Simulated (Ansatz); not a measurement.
# CH2NOP: a ladder of functionals and wavefunction methods

One table from this session's results is given with a row withheld; the runs are named, their logs left out.

Program: Ansatz 0.2.0, Gaussian basis. Level of theory: functionals in def2-TZVPP, the program's frozen cores in correlated methods. These are calculated values, not measurements.

The runs, in order: LDA (SPW92), PBE-D4, revPBE-D4, BLYP-D4, r2SCAN-D4, B97M-V, PBE0-D4, B3LYP-D4, r2SCANh-D4, r2SCAN0-D4, HSE06-D4, BHLYP-D4, CAM-B3LYP-D4, LC-ωPBE, ωB97X-V, ωB97M-V, B2PLYP, PBE-QIDH; CCSD(T)/def2-SVP; CCSD(T)/def2-TZVPP; MP2/def2-QZVPP; extrapolation to the limit; RPA on PBE.

**The geometry**

The geometry comes from an earlier relaxation with PBE0-D4 in a triple-zeta def2 set; it is a stationary point.

SMILES `O=C=NP`, 6 atoms, charge 0, spin multiplicity 1.

Atoms are counted from 1 here; the program's logs count them from 0.

Bond lengths: O1–C2 1.165 Å, C2–N3 1.198 Å, N3–P4 1.702 Å, P4–H5 1.422 Å, P4–H6 1.422 Å. Angles: O1–C2–N3 175.4°, C2–N3–P4 142.6°, N3–P4–H5 97.2°, N3–P4–H6 97.2°, H5–P4–H6 92.0°.

Set-up of the first run:

Contents of in.yaml:

```yaml
crystal:
  periodic: [false, false, false]
  atoms:
    - {symbol: O, position_ang: [1.232669, -2.073979, 1.254807]}
    - {symbol: C, position_ang: [0.766618, -1.160338, 0.703122]}
    - {symbol: N, position_ang: [0.376902, -0.185941, 0.124449]}
    - {symbol: P, position_ang: [-1.036554, 0.580446, -0.432358]}
    - {symbol: H, position_ang: [-0.568142, 0.890842, -1.738134]}
    - {symbol: H, position_ang: [-0.729492, 1.884870, 0.042013]}
basis:
  gaussian: {orbitals: def2-TZVPP}
hamiltonian: {xc: lda}
output: {orbitals: {seedname: orbitals}}
```

Launch:

```sh
$ ansatz run in.yaml --threads 2 --pin off --events-out ev --progress --plain --max-ram 4352MiB
```

Steps of the session up to this table: LDA; PBE-D4 (GGA); revPBE-D4 (GGA); BLYP-D4 (GGA); r2SCAN-D4 (meta-GGA); B97M-V (meta-GGA); B3LYP-D4 (hybrid); r2SCANh-D4 (hybrid); r2SCAN0-D4 (hybrid); HSE06-D4 (hybrid); BHLYP-D4 (hybrid); CAM-B3LYP-D4 (range-separated); LC-ωPBE (range-separated); ωB97X-V (range-separated); ωB97M-V (range-separated); B2PLYP (double hybrid); PBE-QIDH (double hybrid).

One of the session's tables, all rows but one given; the rest of the session is left out.

It belongs to the step «Orbital energies across the functionals». 

| functional | HOMO (eV) | gap (eV) |
| --- | --- | --- |
| LDA (SPW92) | -6.46 | 4.86 |
| PBE-D4 | -6.34 | 4.94 |
| revPBE-D4 | -6.29 | 4.98 |
| BLYP-D4 | -6.22 | 4.96 |
| r2SCAN-D4 | -6.57 | 5.46 |
| B97M-V | -6.64 | 5.53 |
| PBE0-D4 | -7.52 | 7.09 |
| B3LYP-D4 | -7.33 | 6.66 |
| r2SCANh-D4 | -7.01 | 6.24 |
| r2SCAN0-D4 | -7.68 | 7.42 |
| HSE06-D4 | -7.13 | 6.31 |
| BHLYP-D4 | -8.62 | 9.18 |
| CAM-B3LYP-D4 | -8.83 | 9.50 |
| LC-ωPBE | ? | ? |
| ωB97X-V | -9.78 | 11.55 |
| ωB97M-V | -9.65 | 11.18 |

Estimate the missing values for LC-ωPBE.

As computed: HOMO (eV): -10.13; gap (eV): 12.04. In the column «HOMO (eV)» it is the lowest.
